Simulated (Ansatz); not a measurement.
Worked example: the step energy

An elementary step of C2H3S, doublet (C₂H₂ (C#C) + HS → C₂H ([C][CH]) + H₂S; H–C broken or loosened, H–S formed or tightened). “Start” and “end” are the PBE0-D4/def2-TZVP structures reached by relaxing down either side of its saddle point, with the molecules still in contact.

Program: Ansatz 0.2.0. Basis: def2-TZVPP and def2-QZVPP. Cores are frozen in the correlated methods; orbitals are unrestricted.

Energies in eV:

| quantity | end | start |
| --- | --- | --- |
| Hartree–Fock, triple zeta (X = 3) | -12921.85177 | -12923.89146 |
| Hartree–Fock, quadruple zeta (X = 4) | -12922.24827 | -12924.29224 |
| MP2 correlation, X = 3 | -12.87251 | -12.75124 |
| MP2 correlation, X = 4 | -13.80999 | -13.69647 |
| CCSD(T) correlation, X = 3 | -14.80260 | -14.35145 |

**Question.** Work out the step energy at the basis limit: extrapolate Hartree–Fock as E(X) = E∞ + A exp(−7.88 √X) and the MP2 correlation as E(X) = E∞ + B X^−2.97 (the exponents that Neese and Valeev fitted for def2-TZVPP and QZVPP), then add CCSD(T) − MP2 in triple zeta.

**Answer.** Each step is linear, so take the differences first (end − start): Hartree–Fock 2.03969 (X = 3) and 2.04397 (X = 4); MP2 correlation -0.12127 and -0.11352; CCSD(T) correlation -0.45115.
Two points give E∞ = E(4) + w [E(4) − E(3)], with w = 1/(exp(7.88 (2 − √3)) − 1) = 0.1377 for Hartree–Fock and w = 1/((4/3)^2.97 − 1) = 0.7407 for the correlation.
Hartree–Fock: 2.04397 + 0.1377 × 0.00428 = 2.0446 eV.
MP2 correlation: -0.11352 + 0.7407 × 0.00775 = -0.1078 eV.
CCSD(T) − MP2: -0.45115 − (-0.12127) = -0.3299 eV.
Sum: 2.0446 + (-0.1078) + (-0.3299) = 1.6069 eV, or 37.06 kcal/mol. Plain CCSD(T) in triple zeta gives 1.5885 eV, so the larger basis shifts the result by 0.0184 eV.

No T1 diagnostic of these runs exceeds 0.053. ⟨S²⟩ of the unrestricted Hartree–Fock references: 0.76 to 1.10 (a pure state has 0.75). The T1 diagnostic is large here, which may signal multireference character or strong orbital relaxation, so CCSD(T) is less sure. The unrestricted reference is spin-contaminated, which hurts MP2 most.

Labels in which every atom is bracketed show which atoms are joined, not bond orders.

For scale, one of the runs: CCSD(T)/def2-TZVPP, 146 basis functions, launched by `ansatz run in.yaml --threads 2 --pin off --events-out ev --progress --plain --max-ram 4352MiB`. Hardware: 2 CPU threads, shared host. Wall time 43 s; peak host memory 2 GiB.
